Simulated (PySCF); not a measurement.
## How the method changes the constants of CO

State: ¹Σ⁺ (singlet), closed shell. Set-up: PySCF, no relativity, basis sets C def2-TZVPPD, O def2-TZVPPD. De refers to C + O in their high-spin ground configurations, without counterpoise correction. A positive dipole means C(−)O(+).

```json
{"Level": "RHF", "Re (Å)": "1.103", "ωe (cm⁻¹)": "2426", "De (eV)": "7.59", "μ (D)": "-0.14", "CPU s a point (SCF and correlation, without the integrals)": "0.23"}
{"Level": "RHF-MP2", "Re (Å)": "1.138", "ωe (cm⁻¹)": "2117", "De (eV)": "11.51", "μ (D)": "n/a", "CPU s a point (SCF and correlation, without the integrals)": "0.36"}
{"Level": "RHF-SCS-MP2", "Re (Å)": "1.135", "ωe (cm⁻¹)": "2142", "De (eV)": "11.30", "μ (D)": "n/a", "CPU s a point (SCF and correlation, without the integrals)": "n/a"}
{"Level": "RHF-CCSD", "Re (Å)": "1.128", "ωe (cm⁻¹)": "2221", "De (eV)": "10.59", "μ (D)": "n/a", "CPU s a point (SCF and correlation, without the integrals)": "n/a"}
{"Level": "RHF-CCSD(T)", "Re (Å)": "1.135", "ωe (cm⁻¹)": "2150", "De (eV)": "10.91", "μ (D)": "n/a", "CPU s a point (SCF and correlation, without the integrals)": "4.6"}
{"Level": "PBE", "Re (Å)": "1.137", "ωe (cm⁻¹)": "2128", "De (eV)": "11.65", "μ (D)": "0.20", "CPU s a point (SCF and correlation, without the integrals)": "0.85"}
{"Level": "PBEsol", "Re (Å)": "1.135", "ωe (cm⁻¹)": "2144", "De (eV)": "12.10", "μ (D)": "0.22", "CPU s a point (SCF and correlation, without the integrals)": "0.55"}
{"Level": "PW91", "Re (Å)": "1.135", "ωe (cm⁻¹)": "2133", "De (eV)": "11.64", "μ (D)": "0.19", "CPU s a point (SCF and correlation, without the integrals)": "0.58"}
{"Level": "TPSS", "Re (Å)": "1.135", "ωe (cm⁻¹)": "2138", "De (eV)": "11.01", "μ (D)": "0.17", "CPU s a point (SCF and correlation, without the integrals)": "1.4"}
{"Level": "r²SCAN", "Re (Å)": "1.127", "ωe (cm⁻¹)": "2193", "De (eV)": "11.06", "μ (D)": "0.17", "CPU s a point (SCF and correlation, without the integrals)": "1.4"}
{"Level": "r²SCANh", "Re (Å)": "1.124", "ωe (cm⁻¹)": "2227", "De (eV)": "10.87", "μ (D)": "0.14", "CPU s a point (SCF and correlation, without the integrals)": "1.6"}
{"Level": "PBE0", "Re (Å)": "1.123", "ωe (cm⁻¹)": "2238", "De (eV)": "11.06", "μ (D)": "0.12", "CPU s a point (SCF and correlation, without the integrals)": "2"}
{"Level": "r²SCAN0", "Re (Å)": "1.118", "ωe (cm⁻¹)": "2275", "De (eV)": "10.60", "μ (D)": "0.10", "CPU s a point (SCF and correlation, without the integrals)": "1.6"}
{"Level": "ωB97X-V", "Re (Å)": "1.126", "ωe (cm⁻¹)": "2238", "De (eV)": "11.16", "μ (D)": "0.09", "CPU s a point (SCF and correlation, without the integrals)": "3.7"}
```

Question: Which functional lies closest to RHF-CCSD(T) in De, which farthest, and by how much do they differ from it?

Answer: Closest is r²SCANh (-1.1 pm in Re, +3.6 % in ωe, -0.04 eV in De against RHF-CCSD(T) in the same basis), farthest PBEsol (+0.0 pm in Re, -0.3 % in ωe, +1.19 eV in De). CCSD(T) converges more slowly with the basis than the functionals do and binds too weakly in this one, so the order can change at the basis-set limit.

Question: What does a quarter of exact exchange do here, going from PBE to PBE0?

Answer: PBE0 less PBE: -1.4 pm in Re, +5.2 % in ωe, -0.59 eV in De. Exact exchange removes part of the self-interaction that spreads semilocal densities, and in most molecules shortens and stiffens the bond and lowers De; so it does here.

Question: What does the step from GGA to meta-GGA do here, going from PBE to r²SCAN?

Answer: r²SCAN less PBE: -1.0 pm in Re, +3.1 % in ωe, -0.59 eV in De. 

Correlated steps freeze 2 core orbitals. Where the molecule has an RHF reference, its open-shell atoms are computed with UHF.

The whole job (state search and all levels along the bond) took about 4 min on 1 thread of Arm Neoverse V2 (shared host), peak memory 1.6 GiB.
